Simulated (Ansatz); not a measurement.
Results of PBE (plane waves, PAW; Ansatz, a first-principles code) for bcc Rb.

Settings: plane-wave cutoff 500 eV, 18×18×18 k mesh, Fermi–Dirac smearing 0.1 eV, scalar-relativistic PAW data made under PBE.

Computed at the level's own relaxed cell.

Problem. Predict the volume per atom and lattice parameter a.

Solution. 
- volume per atom: 91.28 Å³/atom
- lattice parameter a: 5.673 Å

Measured, for comparison: equilibrium volume per atom 86.68 Å³/atom, lattice constant a 5.576 Å (low-temperature or extrapolated to 0 K; zero-point anharmonic expansion removed; as tabulated in Csonka et al. (2009), arXiv:0903.4037). Computed (rounded) less measured: equilibrium volume per atom +5.3 %, lattice constant a +1.7 %.

Computed values are for the static lattice.
